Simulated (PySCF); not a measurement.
Compound: C2H3O3S (charge -1).
Bonds: C1–C2 (double), C2–S3, S3–O4 (double), S3–O5 (double), S3–O6. Hydrogens: H7, H8 on C1; H9 on C2.

The same species was optimised twice, with GFN2-xTB and with PBE0-D3(BJ)/def2-SVP (PySCF), and the same property calculations (PySCF, gas phase) were run on both structures.

| coordinate | GFN2-xTB | PBE0-D3(BJ)/def2-SVP | change |
| --- | --- | --- | --- |
| C2–S3 (Å) | 1.815 | 1.794 | -0.021 |
| C1=C2 (Å) | 1.311 | 1.331 | +0.020 |
| S3–O6 (Å) | 1.461 | 1.478 | +0.017 |
| S3=O4 (Å) | 1.464 | 1.479 | +0.015 |
| S3=O5 (Å) | 1.464 | 1.479 | +0.015 |
| C1–C2–S3 (°) | 119.7 | 123.1 | +3.4 |
| C2–S3–O4 (°) | 103.7 | 102.8 | -0.9 |
| O4–S3–O6 (°) | 114.1 | 114.8 | +0.7 |
| C2–S3–O6 (°) | 105.9 | 105.2 | -0.7 |
| O5–S3–O6 (°) | 114.1 | 114.7 | +0.6 |
| C2–S3–O5 (°) | 103.7 | 103.3 | -0.4 |
| O4–S3–O5 (°) | 113.8 | 114.0 | +0.2 |
| C1–C2–S3–O4 (°) | 120 | 119 | -1 |

Rotational constants: A = 4991, B = 2698, C = 2628 MHz (GFN2-xTB) against A = 4885, B = 2660, C = 2590 MHz (PBE0-D3(BJ)/def2-SVP). Point groups within 0.08 Å: Cs and Cs. Atoms that the bonding makes alike are paired by their places after alignment.

On the GFN2-xTB structure: HOMO (eV) -1.96 [PBE0/pcSseg-1]; LUMO (eV) 4.12 [PBE0/pcSseg-1]; GIAO shielding of C1 (ppm) 76.0 [PBE0/pcSseg-1]; GIAO shielding of C2 (ppm) 25.3 [PBE0/pcSseg-1]; GIAO shielding of S3 (ppm) 194.4 [PBE0/pcSseg-1]; GIAO shielding of O4/O5 (mean) (ppm) 108.8 [PBE0/pcSseg-1]; GIAO shielding of O6 (ppm) 133.0 [PBE0/pcSseg-1].

Q: What do these properties become on the PBE0-D3(BJ)/def2-SVP structure?

A: 
```
                                    property          level  on GFN2-xTB  on PBE0-D3(BJ)/def2-SVP  change
                                   HOMO (eV)  PBE0/pcSseg-1        -1.96                    -2.04   -0.08
                                   LUMO (eV)  PBE0/pcSseg-1         4.12                     3.97   -0.15
energy, GFN2-xTB geometry as zero (kcal/mol)  PBE0/pcSseg-1          0.0                     -1.8    -1.8
                  GIAO shielding of C1 (ppm)  PBE0/pcSseg-1         76.0                     74.1    -1.9
                  GIAO shielding of C2 (ppm)  PBE0/pcSseg-1         25.3                     22.2    -3.1
                  GIAO shielding of S3 (ppm)  PBE0/pcSseg-1        194.4                    183.1   -11.3
        GIAO shielding of O4/O5 (mean) (ppm)  PBE0/pcSseg-1        108.8                     96.3   -12.5
                  GIAO shielding of O6 (ppm)  PBE0/pcSseg-1        133.0                    124.8    -8.2
```

The heavy atoms differ by 0.027 Å rms after alignment (one structure mirrored). Among bonds between heavy atoms C1=C2 and C2–S3 change most and about equally (-0.021 to +0.020 Å). Changes are differences of the printed values. Neither structure is proved a minimum here. Isolated species at its PBE0-D3(BJ)/def2-SVP geometry (one conformer only).

The values belong to the conformer `[CH2:1]=[CH:2][S:3](=[O:4])(=[O:5])[O-:6]`: C1–C2–S3–O4 119°.
